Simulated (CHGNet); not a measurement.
## hcp Ti

The numbers are results of the machine-learned potential CHGNet 0.3.0 (trained on PBE and PBE+U data), not measurements.

Cell: relaxed at this level.

```
Item                                Result
---------------------------  -------------
lattice parameter a                2.931 Å
lattice parameter c                4.687 Å
equilibrium volume per atom  17.44 Å³/atom
vacancy formation energy           0.33 eV
```

Measured, for comparison: lattice constant a 2.950 Å, lattice parameter c 4.683 Å (293 K, not corrected to a static lattice; as tabulated in Wikipedia's data pages); vacancy formation energy 1.27 ± 0.05 eV (not corrected to a static lattice, monovacancy; as tabulated in Hashimoto et al. (1984), doi:10.1088/0305-4608/14/10/004). Computed (rounded) less measured: lattice constant a -0.6 %, lattice parameter c +0.1 %, vacancy formation energy -0.94 eV. A static lattice is as a rule a little smaller and stiffer than an uncorrected measurement, which narrows the difference in the lattice constant a and would widen misses of the other sign.

A machine-learned potential is trained on density-functional data: it inherits that level's misses and adds fitting errors of its own.
